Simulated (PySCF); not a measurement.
How well do the runs reproduce experiment for sulfuryl fluoride?

**Measured values to compare with.**

From NIST CCCBDB Release 22 (SRD 101), experimental dipoles, for the gas: dipole moment (microwave Stark effect) 1.12 D.

The results are set against them at the end.

Compound: sulfuryl fluoride, F2O2S.
Atom-mapped SMILES: `[O:1]=[S:2](=[O:3])([F:4])[F:5]`

Cartesian coordinates in Å at the PBE0-D3(BJ)/def2-SVP level; atoms count from 1:
```
atom  x, y, z in Å
O1     0.889   -0.628   -1.060
S2     0.149   -0.085    0.029
O3     0.520   -0.151    1.403
F4    -1.338   -0.588   -0.101
F5    -0.189    1.416   -0.309
```

The PySCF runs (gas phase, on this PBE0-D3(BJ)/def2-SVP geometry; no spin–orbit coupling):

```
                             level                                                           job  basis functions  wall time
PBE0-D3(BJ)/def2-SVP, grid level 1  geometry optimisation from a GFN2-xTB start shaken at random               74      7.9 s
```

Hardware: one thread, Intel Xeon 6975P-C (x86_64) (shared host).

Results beside the measurements:

**Dipole moment.** Measured: 1.12 D (NIST CCCBDB Release 22 (SRD 101), experimental dipoles).

| level | computed (D) | computed − measured (D) | % (from the printed values) |
| --- | --- | --- | --- |
| PBE0-D3(BJ)/def2-SVP | 0.78 | -0.34 | -30 |

The computed dipoles belong to one fixed geometry; measured ones are averaged over vibrations unless marked μe. Magnitudes are compared, not signs.

No measured geometry was used, and the causes of the misses weren't examined.
